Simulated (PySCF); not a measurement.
# Structure from NMR data

An unknown has the formula C₄H₁₀. Its calculated NMR data are:

$^{1}$H NMR (400 MHz, computed): δ 1.49 (decet, J = 7.3 Hz, 1H), 0.91 (d, J = 7.3 Hz, 9H).

$^{13}$C{$^{1}$H} NMR (computed): δ 26.0 (CH3), 25.6 (CH).

PySCF 2.14 calculation with PBE0-D3(BJ)/def2-SVP structure, GIAO PBE0/pcSseg-1 shieldings and J couplings at B3LYP/pcJ-1 (without the spin–dipole term); no solvent, averaged over atoms made equivalent by symmetry, fast rotation or ring inversion, non-relativistic Hamiltonian, one computed conformer.

Shifts are taken against calculated references (same method and geometry level): $^{1}$H (σref 31.27), $^{13}$C (σref 184.41) against TMS.

**Question.** Deduce the structure.

**Answer.** 
1. The formula gives 0 degrees of unsaturation.
2. 2 carbon signals for 4 carbons: some carbons are equivalent by symmetry or fast rotation.
3. Carbon types of the structure: 1 × CH, 3 × CH3, which accounts for all hydrogens.
4. δC 26.0: methyl carbon; a saturated carbon with 1 carbon neighbour and no heteroatom attached.
5. δC 25.6: sp3 CH; a saturated carbon with 3 carbon neighbours and no heteroatom attached.
6. δH 1.49: hydrogen on an sp3 CH; far from electronegative atoms and π systems.
7. δH 0.91: hydrogen on a methyl carbon; far from electronegative atoms and π systems.
8. The protons at 0.91 and 1.49 share a coupling of 7.3 Hz (vicinal).

The compound is `CC(C)C`.

Multiplet labels drop couplings under 1 Hz and merge nearly equal ones. Unscaled 3J(H,H) at this level run about 10 % above measured values. Shifts are as computed. Against solution values, carbons near 30 ppm lie about +2 ppm off and those near 130 ppm about +5 ppm. Of 1211 compounds with measured shifts, 218 miss one by over three times the rms of a fit or turn the order of signals round; such compounds aren't used in these exercises.
